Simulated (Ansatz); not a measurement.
Two shapes of triplet C₂H₂O₂.

Shape 1:

```xyz
6

C     0.5562   -0.1951   -0.4558
C    -0.5769    0.2049    0.4698
O     1.1594    0.6117   -1.0693
O    -1.1822   -0.5994    1.0843
H     0.7612   -1.2756   -0.5048
H    -0.7786    1.2865    0.5145
```

Shape 2:

```xyz
6

C    -0.0420    0.5155   -0.5569
C     0.0420   -0.5155    0.5569
O    -1.0922    0.9647   -0.9227
O     1.0922   -0.9647    0.9227
H     0.9476    0.8063   -0.9905
H    -0.9476   -0.8063    0.9905
```

Basis set: def2-SVP (spherical functions). Left uncorrelated: 4 orbitals. Charge 0, multiplicity 3.

Computed with Ansatz (development build ahead of 0.2.0); each method stands on the lowest determinant of its kind that the runs found.

(1) Which shape is lower in energy, and by how much in each method?

Answers

(1)

```json
{"method": "UHF", "E(2) − E(1) (eV)": "-0.147"}
{"method": "UHF-MP2", "E(2) − E(1) (eV)": "-0.118"}
```

Shape 2 is lower. Caution: another spin multiplicity may lie lower; the unrestricted determinant is spin contaminated; the determinant breaks the point group. Caution for UHF-MP2: MP2 forces lie far from those of the mean fields.
